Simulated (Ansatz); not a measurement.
2H WS2, treated with PBEsol (PAW; Ansatz, an electronic-structure program).

Numerical settings: plane-wave cutoff 520 eV, 12×12×4 k mesh (along the axes of the cell as run), perturbation theory, force constants from a 6×6×2 q mesh, no spin polarisation, scalar-relativistic PAW data made under PBE.

Q: Give the computed electronic dielectric constant ε∞ (mean over three axes), dielectric constant ε0 (ions relaxed) (mean over three axes) and zero-point energy.

A: 
- electronic dielectric constant ε∞ (mean over three axes): 10.8
- dielectric constant ε0 (ions relaxed) (mean over three axes): 10.9
- zero-point energy: 0.052 eV/atom

Note: the cell comes from a level without a dispersion term, which matters for the spacing of layers, chains or molecules; the cell has widely spaced layers and the level no dispersion term, so their spacing and the moduli can rest on weak binding.

Spin–orbit coupling is not included.
